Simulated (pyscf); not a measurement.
Structures and frequencies: ωB97X-D3(BJ)/def2-SVP in PySCF.

Question: `[ClH]` + `[NH2][SiH][Cl]` [doublet] → `[Cl][SiH][Cl]` [doublet] + `[NH3]`
Surface: doublet. Broken: Cl–H, N–Si. Formed: Cl–Si, H–N. Give ΔE‡ and ΔE from M06-2X/def2-TZVP, relative to the separated reactants.

Answer: ΔE‡ = 10.6 kJ/mol, ΔE = -39.5 kJ/mol. ωB97M-D3(BJ)/def2-TZVP gives 15.2 kJ/mol and -40.1 kJ/mol. Zero-point energy shifts the barrier by +4.3 kJ/mol. It is a four-centre exchange, with an imaginary mode of 856i cm⁻¹. On the product side the descent ends in an adduct with a N–Si contact, 36.9 kJ/mol under the separated species and 94.3 kJ/mol under the saddle at ωB97X-D3(BJ)/def2-TZVP. What is counted as broken (N–Si) persists as a longer contact in the product adduct; parting that adduct is a step of its own. This is the saddle that the search found; another between the same sides may lie lower.
